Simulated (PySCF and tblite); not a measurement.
Results of a calculation; reference values are marked as such.
# Barrier and rate of a rearrangement

System: CH₂O₂, numbered as in [O:1]=[CH:2][OH:3].

Motion: shift of H on O3 from O3 to O1. Geometries: PBE0-D3(BJ)/def2-TZVP; energies: PBE0/pcSseg-1 + D3(BJ); zero-point and thermal terms from GFN2-xTB harmonic modes (soft modes blended into free rotors). Rate constants are transition-state-theory values, counting equivalent paths, without tunnelling. Run with tblite and PySCF.

| point | symmetry | E(GFN2) kcal/mol | E(DFT) kcal/mol | ZPE change kcal/mol | lowest mode cm⁻¹ | dipole D |
| --- | --- | --- | --- | --- | --- | --- |
| start | Cs | 0.0 | 0.0 | 0.00 | 598 | 1.52 |
| saddle | C2v | 35.2 | 34.3 | -2.85 | 1761i | 1.22 |
| end | Cs | 0.0 | 0.0 | 0.00 | 598 | 1.52 |

| Quantity | Value |
| --- | --- |
| Electronic barrier | 34.2 kcal/mol |
| Barrier with zero-point energy | 31.4 kcal/mol |
| ΔH‡ (298 K) | 31.3 kcal/mol |
| ΔS‡ (298 K, symmetry apart) | -0.7 cal/(mol K) |
| Paths | 1 equivalent path |
| End point | the same structure with atoms interchanged, or its mirror image |
| Cost | 17 s on 1 thread of Arm Neoverse V2, shared host (rough), peak memory 0.42 GiB, launched as `OMP_NUM_THREADS=1 python ens_run.py task.json out` |

| T/K | ΔG‡ kcal/mol | k s⁻¹ |
| --- | --- | --- |
| 500 | 31.7 | 0.15 |

ΔG and ΔG‡ leave out symmetry numbers and mirror images; rates count paths: 1 out.

Tunnelling of the moving H, left out here, will speed the real process. In real samples such hydrogens mostly exchange between molecules or through solvent, far faster than by this path.
